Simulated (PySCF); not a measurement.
**Molecular orbitals of CH⁺**

PBE0 at R = 1.148 Å; basis H def2-SVPD, C def2-SVPD; no relativity; PySCF 2.14. State: ¹Σ⁺ (singlet), closed shell. Only the outer orbitals are listed, counted within each symmetry.

| orbital | occ. | ε (eV) | on H (%) | main shells (%) |
| --- | --- | --- | --- | --- |
| 2σ | 2 | -28.74 | 24 | 68 C s, 22 H s |
| 3σ | 2 | -19.80 | 15 | 59 C p, 25 C s, 16 H s |
| 1π | 0 | -14.54 | 1 | 99 C p |
| 1π | 0 | -14.54 | 1 | 99 C p |
| 4σ | 0 | -5.72 | 68 | 56 H s, 20 C s, 13 H p |

Problem. Which are the highest filled and the lowest empty level, where do they sit, and how wide is the gap?

Solution. Highest filled 3σ at -19.80 eV (in %: 59 C p, 25 C s, 16 H s); lowest empty 1π at -14.54 eV (in %: 99 C p); the gap at PBE0 is 5.26 eV.

```json
{"bond order (Mayer)": "0.92", "⟨S²⟩": "0.000", "charge on H (Mulliken, basis-dependent)": "0.22", "charge on H (Löwdin, basis-dependent)": "-0.02", "dipole moment (positive dipole points towards C; it is taken about the centre of mass and depends on that origin)": "-1.85 D", "polarisability along the bond": "8.4 bohr³", "polarisability across the bond": "7.6 bohr³"}
```
